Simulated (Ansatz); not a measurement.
A nudged elastic band was laid between two geometries of C2H5NS (9 atoms, charge 0, multiplicity 1).

These are results of RKS CAM-B3LYP-D4/def2-SVP (Ansatz), not measurements.

- movable images: 7
- climbing image: yes
- spring: 5.0 eV/Å²
- optimiser: lbfgs
- start path: through a guess of the saddle point
- force threshold: 0.03 eV/Å
- iteration limit: 60
- end points: relaxed
- largest step: 0.5 Å

Image 0:

```xyz
9
Properties=species:S:1:pos:R:3
N -0.518 0.860 -0.959
C 0.391 -0.121 -0.681
C 0.515 -0.793 0.479
S -0.649 -0.582 1.801
H -0.738 1.047 -1.927
H -1.285 0.954 -0.301
H 1.104 -0.328 -1.486
H 1.315 -1.523 0.604
H -0.046 0.440 2.454
```

Image 8:

```xyz
9
Properties=species:S:1:pos:R:3
N -0.480 0.876 -1.034
C 0.359 -0.147 -0.705
C 0.686 -0.556 0.535
S 0.045 0.259 1.975
H -0.872 0.912 -1.963
H -1.031 1.278 -0.283
H 0.827 -0.649 -1.559
H 1.422 -1.349 0.669
H -0.867 -0.670 2.347
```

**Question.** What changes between the two ends?

**Answer.** No bond is made or broken.

**Question.** What energy profile does the band end with?

**Answer.** It did not converge within its limit. The highest image is number 4 of 0 to 8, 0.210 eV above the first end and 0.198 eV above the last; the last end lies 0.012 eV above the first. The band didn't meet its force threshold, so its energies are provisional: the largest band force was still 0.08 eV/Å, and over the last iterations the top stayed at 0.22 eV.

```csv
image,path coordinate (Å),energy (eV)
0,0.00,0.000
1,0.42,0.015
2,0.84,0.058
3,1.26,0.147
4,1.69,0.210
5,2.15,0.172
6,2.61,0.091
7,3.08,0.035
8,3.55,0.012
```

Run time: 6.1 min on 2 threads of Intel(R) Xeon(R) 6975P-C (Granite Rapids), on a shared host, peak memory 0.21 GiB.
